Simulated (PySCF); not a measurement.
## F: electron affinity

F⁻ [Ne] (1S) → F [He] 2s2 2p5 (2P), as a difference of total energies. Computed with PySCF 2.14 in dyall-acv3z, with the spin-free X2C one-electron Hamiltonian (Gaussian nucleus). Correlated levels: valence: 1s2 frozen; valence and next inner shell: nothing frozen; virtual orbitals above 40 to 60 times the deepest correlated orbital energy dropped. The calculations carry no spin-orbit coupling.

```tsv
method	electron affinity (eV)
UHF	1.166
LDA	4.124
PBE	3.658
PBE0	3.232
r2SCAN	3.303
revPBE	3.540
BLYP	3.678
M06-L	3.072
CAM-B3LYP	3.527
MP2 (valence)	3.628
SCS-MP2 (valence)	3.442
MP2 (valence and next inner shell)	3.633
SCS-MP2 (valence and next inner shell)	3.444
```

**Question.** How much does correlation contribute at MP2 (valence and next inner shell)?

**Answer.** 3.633 − (1.166) = 2.467 eV, measured against UHF.

A first-order spin-orbit estimate (lowest level to lowest level, LS coupling) adds -0.018 eV.

Errors of the correlated levels include the incompleteness of this basis and the frozen core.

In the anion the highest occupied orbital energy is positive at LDA, PBE, r2SCAN, revPBE, BLYP, M06-L, a self-interaction effect; the basis confines that electron, and the energy difference can still be sensible.

For comparison: 3.401 eV (measured; photodetachment measurements, as compiled on the Wikipedia data page of electron affinities).
